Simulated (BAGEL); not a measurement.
# HF/6-31G(d) (density fitting with qzvpp-jkfit, spherical functions) run of CH5ClSi ((chlorosilyl)methane)

Aim: the energy change on altering one bond length of CH5ClSi ((chlorosilyl)methane) at HF/6-31G* (density fitting with qzvpp-jkfit, spherical functions), from 2 runs. 

The calculation is run with BAGEL 1.2.2.

8 further runs of the same task are left out: 6 that didn't finish, 2 set aside as unsound or not needed.

## (1) The structure to begin with

CH5ClSi: 8 atoms, total charge 0, spin state singlet. SMILES: `C[SiH2]Cl`. The shape is that of a PBE0-D4/def2-TZVP optimisation.

Bond lengths: C1–Si2 1.857 Å, Si2–Cl3 2.062 Å, C1–H4 1.094 Å, C1–H5 1.092 Å, C1–H6 1.092 Å, Si2–H7 1.483 Å, Si2–H8 1.483 Å. Some angles: C1–Si2–Cl3 109.6°, C1–Si2–H7 111.5°, C1–Si2–H8 111.6°, Cl3–Si2–H7 107.2°, Cl3–Si2–H8 107.2°, Si2–C1–H4 110.0°, Si2–C1–H5 110.8°, Si2–C1–H6 110.8°, H7–Si2–H8 109.5°, H4–C1–H5 108.4°.

## (2) The energy at HF/6-31G(d) (density fitting with qzvpp-jkfit, spherical functions)

Contents of calc.json:

```json
{ "bagel" : [

{
  "title" : "molecule",
  "basis" : "6-31gs.json",
  "df_basis" : "qzvpp-jkfit",
  "angstrom" : "true",
  "geometry" : [
    { "atom" : "C", "xyz" : [   -0.612000,    0.785400,   -0.173000 ] },
    { "atom" : "Si", "xyz" : [    0.439700,   -0.728800,    0.049300 ] },
    { "atom" : "Cl", "xyz" : [    1.888000,   -0.363900,    1.471100 ] },
    { "atom" : "H", "xyz" : [   -1.381300,    0.598900,   -0.927600 ] },
    { "atom" : "H", "xyz" : [   -0.006500,    1.632700,   -0.500600 ] },
    { "atom" : "H", "xyz" : [   -1.105800,    1.054800,    0.762800 ] },
    { "atom" : "H", "xyz" : [    1.139100,   -1.095500,   -1.206300 ] },
    { "atom" : "H", "xyz" : [   -0.361200,   -1.883600,    0.524300 ] }
  ]
},
{ "title" : "hf", "charge" : 0 },
{ "title" : "print", "file" : "orbitals.molden", "orbitals" : "true" }

]}
```

The basis set 6-31G* is read from a file made from the Basis Set Exchange's data (not shown).

The run is started by

```bash
BAGEL_NUM_THREADS=1 BAGEL calc.json > calc.out
```

The program printed:

```text
* using 1 threads per process

  ===============================================================
  ===============================================================

  *** Geometry ***

  { "atom" : "C", "xyz" : [     -1.156512,      1.484191,     -0.326923 ] },
  { "atom" : "Si", "xyz" : [      0.830913,     -1.377232,      0.093163 ] },
  { "atom" : "Cl", "xyz" : [      3.567803,     -0.687671,      2.779976 ] },
  { "atom" : "H", "xyz" : [     -2.610279,      1.131757,     -1.752910 ] },
  { "atom" : "H", "xyz" : [     -0.012283,      3.085356,     -0.945997 ] },
  { "atom" : "H", "xyz" : [     -2.089659,      1.993283,      1.441483 ] },
  { "atom" : "H", "xyz" : [      2.152587,     -2.070195,     -2.279577 ] },
  { "atom" : "H", "xyz" : [     -0.682569,     -3.559488,      0.990783 ] },

  Number of auxiliary basis functions:      421

  Since a DF basis is specified, we compute 2- and 3-index integrals:
    o Being stored without compression. Storage requirement is 0.012 GB

  Number of basis functions:       60
  Number of electrons      :       42

    * METHOD: MOLECULE                             0.16

  *** RHF ***

  === Nuclear Repulsion ===
   147.7059479230

      * DIIS with orbital gradients will be used.

  === RHF iteration (6-31gs.json) ===
      0       -789.15305383          0.01384227           0.04
      1       -789.22142095          0.00490291           0.03
      2       -789.23006969          0.00125507           0.03
      3       -789.23073940          0.00014798           0.03
      4       -789.23075058          0.00004821           0.03
      5       -789.23075196          0.00000768           0.03
      6       -789.23075201          0.00000186           0.03
      7       -789.23075201          0.00000040           0.03
      8       -789.23075201          0.00000011           0.03
      9       -789.23075201          0.00000003           0.03
     10       -789.23075201          0.00000001           0.03
    * SCF iteration converged.

    * Permanent dipole moment:
           (    0.737897,    -0.125849,     0.582628) a.u.

    * METHOD: HF                                   0.50

    * METHOD: PRINT                                0.01

  ===============================================================
```

Run time: 0.8 s. Hardware: 1 thread of Arm Neoverse V1, shared host; peak memory 0.081 GiB.

## (3) The distorted shape at the same level

Contents of input.json:

```json
{ "bagel": [

{
  "title": "molecule",
  "basis": "6-31gs.json",
  "df_basis": "qzvpp-jkfit",
  "angstrom": true,
  "geometry": [
    { "atom": "C", "xyz": [   -0.537942,    0.744997,   -0.313346 ] },
    { "atom": "Si", "xyz": [    0.513758,   -0.769203,   -0.091046 ] },
    { "atom": "Cl", "xyz": [    1.962058,   -0.404303,    1.330754 ] },
    { "atom": "H", "xyz": [   -1.307242,    0.558497,   -1.067946 ] },
    { "atom": "H", "xyz": [    0.067558,    1.592297,   -0.640946 ] },
    { "atom": "H", "xyz": [   -1.105800,    1.054800,    0.762800 ] },
    { "atom": "H", "xyz": [    1.213158,   -1.135903,   -1.346646 ] },
    { "atom": "H", "xyz": [   -0.287142,   -1.924003,    0.383954 ] }
  ]
},
{ "title": "hf" },
{ "title": "print", "file": "orbitals.molden", "orbitals": true }

]}
```

The basis set 6-31G* is read from a file made from the Basis Set Exchange's data (not shown).

The run is started by

```bash
BAGEL_NUM_THREADS=1 BAGEL input.json > input.out
```

The program printed:

```text
* using 1 threads per process

  ===============================================================
  ===============================================================

  *** Geometry ***

  { "atom" : "C", "xyz" : [     -1.016563,      1.407840,     -0.592138 ] },
  { "atom" : "Si", "xyz" : [      0.970862,     -1.453583,     -0.172052 ] },
  { "atom" : "Cl", "xyz" : [      3.707752,     -0.764022,      2.514761 ] },
  { "atom" : "H", "xyz" : [     -2.470329,      1.055406,     -2.018125 ] },
  { "atom" : "H", "xyz" : [      0.127666,      3.009005,     -1.211212 ] },
  { "atom" : "H", "xyz" : [     -2.089659,      1.993283,      1.441483 ] },
  { "atom" : "H", "xyz" : [      2.292536,     -2.146546,     -2.544792 ] },
  { "atom" : "H", "xyz" : [     -0.542620,     -3.635839,      0.725568 ] },

  Number of auxiliary basis functions:      421

  Since a DF basis is specified, we compute 2- and 3-index integrals:
    o Being stored without compression. Storage requirement is 0.012 GB

  Number of basis functions:       60
  Number of electrons      :       42

    * METHOD: MOLECULE                             0.16

  *** RHF ***

  === Nuclear Repulsion ===
   147.0931712988

      * DIIS with orbital gradients will be used.

  === RHF iteration (6-31gs.json) ===
      0       -789.14217344          0.01342850           0.03
      1       -789.20753617          0.00473000           0.03
      2       -789.21574159          0.00129184           0.03
      3       -789.21643657          0.00016678           0.03
      4       -789.21645045          0.00005142           0.03
      5       -789.21645211          0.00000864           0.03
      6       -789.21645217          0.00000215           0.03
      7       -789.21645218          0.00000044           0.03
      8       -789.21645218          0.00000012           0.03
      9       -789.21645218          0.00000003           0.03
     10       -789.21645218          0.00000001           0.04
    * SCF iteration converged.

    * Permanent dipole moment:
           (    0.715128,    -0.111813,     0.619070) a.u.

    * METHOD: HF                                   0.49

    * METHOD: PRINT                                0.01

  ===============================================================
```

Run time: 0.78 s. Hardware: 1 thread of Arm Neoverse V1, shared host; peak memory 0.081 GiB.

## (4) Results

At HF/6-31G* (density fitting with qzvpp-jkfit, spherical functions):

| quantity | value |
| --- | --- |
| first shape: total energy | -789.23075 Eh |
| first shape: dipole moment | 2.41 D |
| first shape: HOMO energy | -11.95 eV |
| first shape: LUMO energy | 3.76 eV |
| first shape: HOMO–LUMO gap | 15.71 eV |
| distorted shape: total energy | -789.21645 Eh |
| distorted shape: dipole moment | 2.42 D |
| distorted shape: HOMO energy | -11.96 eV |
| distorted shape: LUMO energy | 3.71 eV |
| distorted shape: HOMO–LUMO gap | 15.68 eV |
| energy change with the C1–H6 bond stretched from 1.092 to 1.256 Å | 0.389 eV |

With the C1–H6 bond stretched from 1.092 to 1.256 Å the energy rises by 0.39 eV (9.0 kcal/mol). The first shape isn't relaxed at this level, so the change isn't measured from a minimum.
